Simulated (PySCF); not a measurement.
Geometry:
| atom | x (Å) | y (Å) | z (Å) |
| --- | --- | --- | --- |
| C1 | 1.737 | -0.668 | 0.238 |
| O2 | 0.754 | 0.322 | 0.069 |
| C3 | -0.496 | -0.151 | -0.180 |
| F4 | -0.580 | -0.668 | -1.457 |
| C5 | -1.488 | 0.985 | -0.093 |
| F6 | -1.597 | 1.411 | 1.199 |
| H7 | 1.482 | -1.347 | 1.073 |
| H8 | 1.871 | -1.265 | -0.679 |
| H9 | 2.680 | -0.157 | 0.473 |
| H10 | -0.768 | -0.973 | 0.515 |
| H11 | -2.468 | 0.633 | -0.455 |
| H12 | -1.136 | 1.811 | -0.732 |

Geometry: PBE0-D3(BJ)/def2-SVP; GIAO absolute shieldings from PySCF, gas phase, non-relativistic, averaged over equivalent atoms.

At HF/pcSseg-2 (300 basis functions, 19 s wall time on 1 thread of an Arm Neoverse V2, shared host):
```
   atoms  σ (ppm)
      C3     90.2
      C5    114.2
      C1    138.1
      O2    284.9
      F4    377.6
      F6    458.3
     H10    26.98
     H12    27.66
     H11    27.71
H7/H8/H9    28.30
```

What do these become at KT2/pcSseg-2?

## Answers


```tsv
atoms	σ at KT2/pcSseg-2	change
C3	66.7	-23.5
C5	97.1	-17.1
C1	123.7	-14.4
O2	237.0	-47.9
F4	322.5	-55.1
F6	418.6	-39.7
H10	25.83	-1.15
H12	27.05	-0.61
H11	26.85	-0.86
H7/H8/H9	27.58	-0.72
```

The largest change is at F4 (fluorine on an sp3 carbon). Cost: 300 basis functions, 48 s wall time on 1 thread of an Arm Neoverse V2, shared host. The order of the carbon signals is the same at both levels.
